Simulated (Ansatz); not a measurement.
C₂H₆OS, singlet: the ladder up to RCCSDT(Q)

Geometry: MP2(full)/6-31G*, from the G2/97 set.

```xyz
10

S     0.0000    0.1556   -0.4153
O     0.0001    1.4245    0.4031
C     1.3395   -0.8854    0.2040
C    -1.3396   -0.8851    0.2040
H     1.2558   -0.9727    1.2901
H    -2.2794   -0.3900   -0.0454
H     1.3043   -1.8697   -0.2693
H     2.2794   -0.3904   -0.0454
H    -1.3046   -1.8694   -0.2693
H    -1.2559   -0.9725    1.2901
```

Basis 6-31G; Ansatz 0.2.0. Only valence electrons are correlated (noble-gas cores frozen), which leaves 26 electrons in 44 orbitals. Prefix R: restricted or restricted open-shell reference. Active spaces: frontier = (8e, 8o) about the gap.

Full CI isn't at hand for all of this; RCCSDT(Q) serves as the reference, and is uncertain by about the last step of the cluster series.

```
UHF ⟨S²⟩                          : 0.000
T1 diagnostic (RCCSD)             : 0.0175
largest doubles amplitude (RCCSD) : 0.035
```

```
   level  E − E(RHF) (eV)
    RMP2         -10.1480
   RCCSD         -11.1265
RCCSD(T)         -11.3976
```

Q: Estimate how far RCCSDT(Q) in 6-31G lies from RCCSD(T). The table doesn't fix it; the size of (T) and the diagnostics are the guide.

A: RCCSDT(Q) in 6-31G lies 5.2 kJ/mol below RCCSD(T), which is 20 % of the (T) step (-26.2 kJ/mol). The diagnostics are small and the rest is a small part of (T), but (T) is large here. The miss exceeds 1 kcal/mol.

The other levels:

| level | E − E(RCCSDT(Q)) (kJ/mol) | share of correlation (%) | wall time |
| --- | --- | --- | --- |
| CISD | 169.4 | 84.67 | 7 s |
| BCCD(T) | 4.6 | 99.58 | 1.4 s |
| RCCSDT | 3.0 | 99.73 | – |
| CASSCF (frontier space) | 807.6 | 26.91 | – |
| NEVPT2 (frontier space) | 151.3 | 86.31 | 11 s |
| MRCISD (frontier space) | 97.4 | 91.18 | – |
| MRCISD+Q (frontier space) | 17.7 | 98.39 | 11 s (H100) |

The correlation energy at RCCSDT(Q), counted from RHF, is -11.451 eV. That run took 3.1 s on 2 threads of AMD EPYC 7R13 with a shared H100 80 GB, shared host.

Times hold each run's SCF and search for its determinant on a shared host, so for small cases they say little of a method's own cost; rows without a card ran on 1 thread of AMD EPYC 7R13.

Atomization energy (electronic, same basis, no zero-point term; atoms at the same level, unrestricted beside the R rows where the molecule is a closed shell, with restricted open-shell steps beyond CCSDT(Q)) at RCCSDT(Q): 2712.4 kJ/mol. Errors of other levels:

```
   level  error (kJ/mol)
     RHF          -694.4
    RMP2           -15.1
    CISD          -161.5
   RCCSD           -27.1
RCCSD(T)            -4.0
 BCCD(T)            -3.2
  RCCSDT            -3.0
```

This basis is far from its limit, so the value isn't to be set against a measured one. Truncated CI isn't size-consistent, which counts against it in atomization.
